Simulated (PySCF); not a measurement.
**Level sweep**

Nitrogen trifluoride, NF3.
Cartesian coordinates in Å at the PBE0-D3(BJ)/def2-SVP level; atoms count from 1:
```
atom  x, y, z in Å
F1    -0.626    1.041   -0.165
N2    -0.001    0.004    0.435
F3    -0.584   -1.066   -0.150
F4     1.221    0.025   -0.143
```

PySCF, dipoles from the SCF density, polarisabilities from static response with core orbitals frozen. Isolated species at its PBE0-D3(BJ)/def2-SVP geometry, gas phase.

Task: How do dipole and polarisability depend on functional and basis here?

Result: 

| level | μ (D) | error (%) | α (au) | error (%) | anisotropy (au) |
| --- | --- | --- | --- | --- | --- |
| PBE0/def2-SVPD | 0.130 | -44.8 | 17.66 | -6.9 | 5.47 |
| BHandHLYP/def2-SVPD | 0.211 | -10.0 | 17.00 | -10.4 | 5.49 |
| CAM-B3LYP/def2-SVPD | 0.145 | -38.1 | 17.79 | -6.2 | 5.52 |
| wB97X-D/def2-SVPD | 0.133 | -43.3 | 17.71 | -6.6 | 5.41 |
| LC-wPBE/def2-SVPD | 0.122 | -47.9 | 17.65 | -6.9 | 5.39 |
| PBE0/6-31G* | 0.007 | -97.1 | 12.61 | -33.5 | 5.96 |
| PBE0/def2-SVP | 0.057 | -75.9 | 11.67 | -38.4 | 6.22 |
| PBE0/6-31+G* | 0.148 | -36.9 | 16.30 | -14.0 | 5.70 |
| PBE0/aug-cc-pVDZ | 0.150 | -36.1 | 17.58 | -7.3 | 5.42 |
| PBE0/def2-TZVP | 0.092 | -60.8 | 15.09 | -20.4 | 5.90 |
| PBE0/def2-TZVPD | 0.135 | -42.4 | 18.22 | -3.9 | 5.39 |
| PBE0/aug-cc-pVTZ | 0.142 | -39.5 | 18.09 | -4.6 | 5.38 |

Reference dipole: 0.235 D (measured, gas; NIST CCCBDB Release 22 (SRD 101), experimental dipoles). Reference polarisability: 2.810 Å³ (measured, gas; NIST CCCBDB Release 22 (SRD 101), experimental polarizabilities). The anisotropy is √(½[(α1 − α2)² + (α2 − α3)² + (α3 − α1)²]). For the dipole, the smallest error is 10.0% (BHandHLYP/def2-SVPD) and the largest 97.1% (PBE0/6-31G*). Even the closest misses by 10%. For the polarisability, the smallest error is 3.9% (PBE0/def2-TZVPD) and the largest 38.4% (PBE0/def2-SVP). The dipole runs from 0.01 D (PBE0/6-31G*) to 0.21 D (BHandHLYP/def2-SVPD). In one basis (def2-SVPD) the functionals order the polarisability from BHandHLYP (lowest) to CAM-B3LYP (highest), a spread of 5%. With PBE0 the polarisability is 13.12 au without diffuse functions (mean of 6-31G*, def2-SVP and def2-TZVP) and 17.57 au with them (mean of 6-31+G*, def2-SVPD, aug-cc-pVDZ, def2-TZVPD and aug-cc-pVTZ). Measured values can belong to vibrating molecules; the computed ones are for one fixed geometry.
